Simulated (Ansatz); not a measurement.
How far each method lies from UCCSDT(Q) for CHAlN⁺, triplet

Geometry: that of the CHAlN, doublet, kept fixed.

| atom | x (Å) | y (Å) | z (Å) |
| --- | --- | --- | --- |
| Al | 0.0000 | 0.1053 | 1.0070 |
| C | 0.0000 | 0.4854 | -1.1199 |
| N | 0.0000 | -0.6969 | -0.8328 |
| H | 0.0000 | 1.0823 | -2.0381 |

Basis cc-pVDZ; Ansatz 0.2.0. Correlated methods freeze the noble-gas cores, which leaves 12 electrons in 44 orbitals. R marks a restricted (for open shells ROHF) determinant, U an unrestricted one. Active spaces: frontier = (10e, 10o) about the gap.

Full CI isn't at hand for all of this; UCCSDT(Q) serves as the reference, and is uncertain by about the last step of the cluster series. The frozen core follows each run's orbitals, which can shift R against U totals by a few meV.

For open shells CISD is restricted-active-space CI with the open shells as a complete middle space.

The UHF ⟨S²⟩ is 2.023, the T1 diagnostic (RCCSD) is 0.0253 and the largest doubles amplitude (RCCSD) is 0.099. The T1 diagnostic (UCCSD) is 0.0287.

| level | E − E(UCCSDT(Q)) (kJ/mol) | share of correlation (%) | wall time |
| --- | --- | --- | --- |
| RHF | 882.4 | 0.00 | – |
| UHF | 865.3 | 1.94 | – |
| RMP2 | 78.4 | 91.12 | – |
| UMP2 | 92.1 | 89.56 | – |
| CISD | 114.9 | 86.98 | 2.6 s |
| RCCSD | 44.9 | 94.91 | – |
| UCCSD | 43.7 | 95.04 | – |
| RCCSD(T) | 5.8 | 99.34 | 6 s |
| UCCSD(T) | 6.0 | 99.31 | 6.5 s |
| BCCD(T) | 5.9 | 99.33 | 3.2 s |
| RCCSDT | 4.3 | 99.51 | – |
| UCCSDT | 4.1 | 99.54 | – |
| RCCSDT(Q) | 0.3 | 99.97 | 44 s |
| CASSCF (frontier space) | 533.8 | 39.50 | – |
| NEVPT2 (frontier space) | 117.3 | 86.70 | 15 s |

The correlation energy at UCCSDT(Q), counted from RHF, is -9.145 eV. That run took 38 s on 1 thread of Arm Neoverse V2, shared host.

Times hold each run's SCF and search for its determinant on a shared host, so for small cases they say little of a method's own cost; they ran on 1 thread of Arm Neoverse V2.
